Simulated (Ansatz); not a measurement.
# C2H4ClN: the cost of one run

Computed with Ansatz 0.2.0, Gaussian basis. Level: the settings change from run to run.

### Step 1. The relaxed structure

The structure was relaxed beforehand with PBE0-D4 in a triple-zeta def2 set.

8 atoms, charge 0, spin multiplicity 1.

Atoms are counted from 1 here; the program's logs count them from 0.

Bond lengths: C1–N2 1.441 Å, C1–H5 1.098 Å, C1–H6 1.093 Å, C1–H7 1.093 Å, N2–C3 1.244 Å, C3–Cl4 1.728 Å, C3–H8 1.094 Å. Angles: N2–C1–H5 113.9°, N2–C1–H6 108.8°, N2–C1–H7 108.8°, H5–C1–H6 109.0°, H5–C1–H7 109.0°, H6–C1–H7 107.0°, C1–N2–C3 117.8°, N2–C3–Cl4 121.7°, N2–C3–H8 126.4°, Cl4–C3–H8 111.9°.

### Step 2. wB97/ANO-RCC-VTZP

Set apart from the defaults: atoms shaken by 0.15 Å, density fitting with def2-universal-jkfit, high accuracy.

File in.yaml:

```yaml
crystal:
  periodic: [false, false, false]
  atoms:
    - {symbol: C, position_ang: [0.035276, 1.230012, 0.331026]}
    - {symbol: N, position_ang: [0.196557, -0.270043, 0.528899]}
    - {symbol: C, position_ang: [0.215176, -1.300230, -0.119861]}
    - {symbol: Cl, position_ang: [0.442486, -2.981621, -0.059712]}
    - {symbol: H, position_ang: [-0.626882, 1.274020, -0.738852]}
    - {symbol: H, position_ang: [-0.759344, 1.483875, 1.068334]}
    - {symbol: H, position_ang: [1.068537, 1.589480, 0.065183]}
    - {symbol: H, position_ang: [-0.687892, -1.016023, -1.227668]}
basis:
  gaussian: {orbitals: ANO-RCC-VTZP, fitting: {mean_field: def2-universal-jkfit}}
hamiltonian: {xc: {name: wB97}}
accuracy: high
output: {forces: true}
```

The run is started by

```
> ansatz run in.yaml --threads 2 --pin off --events-out ev --progress --plain --max-ram 4352MiB
```

Q: Estimate wall time and peak memory on 2 threads of AMD EPYC 7B13, shared host.

About 23 s, with a peak of 0.57 GiB.
